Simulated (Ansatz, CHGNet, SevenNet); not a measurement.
Elastic constant C44 (GPa) of solids drawn from the class of oxides, from the machine-learned potential CHGNet 0.3.0 (trained on PBE and PBE+U data); the machine-learned potential CHGNet-r²SCAN (trained on r²SCAN data); the machine-learned potential SevenNet-0 (trained on PBE and PBE+U data); the machine-learned potential SevenNet-l3i5 (trained on PBE and PBE+U data); PBE in Ansatz (PAW); r²SCAN (Ansatz, a program for electronic structure, PAW).

```csv
solid,CHGNet 0.3.0,CHGNet-r²SCAN,SevenNet-0,SevenNet-l3i5,PBE,r²SCAN
rock-salt SrO,39.9,34.3,47.9,51.9,54.4,(withheld)
rock-salt CaO,53.1,51.5,69.2,68.2,75.7,(withheld)
cubic perovskite KTaO3,75.4,64.6,88.0,87.1,98.3,108
cubic perovskite BaHfO3,64.8,54.0,91.7,89.7,89.7,99.0
cubic perovskite BaZrO3,54.7,53.1,80.0,78.6,83.5,91.0
rutile SnO2,54.5,39.7,74.3,81.3,84.6,99.5
rutile TiO2,93.0,72.3,91.4,101,115,128
A-type hexagonal La2O3,35.9,32.3,46.5,50.5,55.9,63.7
```

Task: Some entries are withheld; supply them.

Result: 
- rock-salt SrO, r²SCAN: 55.5
- rock-salt CaO, r²SCAN: 79.3

The levels part most in proportion for rutile SnO2 (39.7 to 99.5 GPa) and least for rock-salt CaO (51.5 to 79.3 GPa).

Ansatz's runs of these crystals have no spin polarisation.

Each level is taken at its own relaxed cell. Ansatz's density-functional and Hartree–Fock values are scalar-relativistic unless marked +SOC, with PAW data made under PBE.

Machine-learned potentials (CHGNet 0.3.0, CHGNet-r²SCAN, SevenNet-0, SevenNet-l3i5) are trained on DFT data: a solid inside that data is no test of them.
